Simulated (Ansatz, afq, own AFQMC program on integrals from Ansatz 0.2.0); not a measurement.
Integrals from Ansatz 0.2.0, then the random walk in our own AFQMC program (afq).

```yaml
crystal:
  periodic: [false, false, false]
  atoms:
    - {symbol: Si, position_ang: [0.000000, -0.083581, 0.596035]}
    - {symbol: B, position_ang: [0.000000, 0.092296, -1.332817]}
    - {symbol: H, position_ang: [0.000000, 1.097350, 1.517904]}
    - {symbol: H, position_ang: [0.000000, -0.920462, -1.971875]}
    - {symbol: H, position_ang: [0.000000, 1.162086, -1.858509]}
basis:
  gaussian: {orbitals: cc-pVDZ}
magnetization: {spin_polarized: true, initial_magnetization: 2}
correlation: {method: ccsd_t, electrons: outside_noble_gas, hamiltonian_folder: ham}
```

```sh
$ ansatz run in.yaml --threads 1 --pin off --events-out ev --progress --plain --max-ram 1382MiB
```

Options of the walk:

```
--method phaseless --trial cisd --walkers 60 --populations 1 --least-time 40 --time-step 0.005 --steps-per-block 50 --equilibration-blocks 40 --max-blocks 300 --target-error 0.00076 --factor-cut 1e-05 --start spin_pure --seed 4752 --release-times 0.24,0.51,0.99,1.62,2.4 --release-step 0.03 --release-every 4 --taylor-order 6
```

Times are imaginary, in 1/Eh. The walk had a cap of 1573 s.

afq prints:

```
orbitals 41  electrons 6 4  factors 319 of 444
reference energy -315.27029520 Eh
CCSD correlation -0.18823142 Eh in 12 cycles, weight of the determinant in the CISD state 0.8837
energy of the start -315.458362 Eh
 block  time / (1/Eh)  mean weight  energy / Eh
     1     0.250  0.9998  -315.456181
     2     0.500  1.0012  -315.457320
     3     0.750  1.0011  -315.458638
     4     1.000  1.0001  -315.461571
     5     1.250  1.0002  -315.460723
     9     2.250  1.0021  -315.461705
    21     5.250  0.9982  -315.466560
    41    10.250  1.0007  -315.465836
    61    15.250  0.9990  -315.461621
    81    20.250  0.9995  -315.463900
    86    21.500  1.0008  -315.460147
   101    25.250  1.0009  -315.463746
   121    30.250  1.0004  -315.470753
   141    35.250  0.9993  -315.463733
   161    40.250  1.0007  -315.461872
   181    45.250  0.9979  -315.467361
   196    49.000  1.0027  -315.464621
blocks merged  error / Eh  count
     1  0.000211  160
     2  0.000256  80
     4  0.000292  40
     8  0.000286  20
    16  0.000233  10
released: time / (1/Eh)  energy / Eh  error  mean overlap
  0.24  -315.465484  0.000342  1.0004
  0.51  -315.465712  0.000326  0.9935
  0.99  -315.464818  0.000454  1.0307
  1.62  -315.465307  0.000441  1.0233
  2.40  -315.465562  0.000454  1.0228
energy -315.464921 +/- 0.000292 Eh
(rows thinned)
```

The run passed its tests (sampling time, drift between the halves within three errors, error under three times the target), which doesn't prove that it has relaxed.

Against this walk (error 7.9 meV) on the same determinant: CCSD(T) 31.5 meV higher, CCSDT(Q) 9.9 meV lower (within the noise). The error is statistical and leaves out the bias of the constraint. Released to 2.40 1/Eh the energy moves by -17 ± 15 meV (both errors), within twice the noise.

Cautions: constraint bias not in the error; lower spins were not checked.

The walk took 4.1 min on 1 thread of Arm Neoverse V2 (shared host). The log's last line is the phaseless energy.

CCSDT and higher add their correlation energy to the determinant of the CCSD(T) run, since their own runs factorise the integrals more tightly (a shift of under 2 meV). A walk keeps the symmetry of its determinant, which the program's search chose and which needn't be the lowest solution, so a lower state of the same spin and another symmetry isn't excluded.
